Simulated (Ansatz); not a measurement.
hcp Os, treated with r²SCAN in Ansatz (plane waves, PAW).

Run with plane-wave cutoff 500 eV, 5×5×5 k mesh, Fermi–Dirac smearing 0.1 eV, cell of 36 sites, scalar-relativistic PAW data made under PBE.

Q: Estimate the vacancy formation energy and vacancy formation energy before relaxation that the calculation returns.

A: 
* **vacancy formation energy**: 3.18 eV
* **vacancy formation energy before relaxation**: 3.23 eV

Note: energies are extrapolated to zero smearing, and mesh and cell size move such values by some hundredths of an eV or more.

Spin–orbit coupling is not included.

The result took roughly 40 core-minutes.

Ansatz is a program for electronic structure.
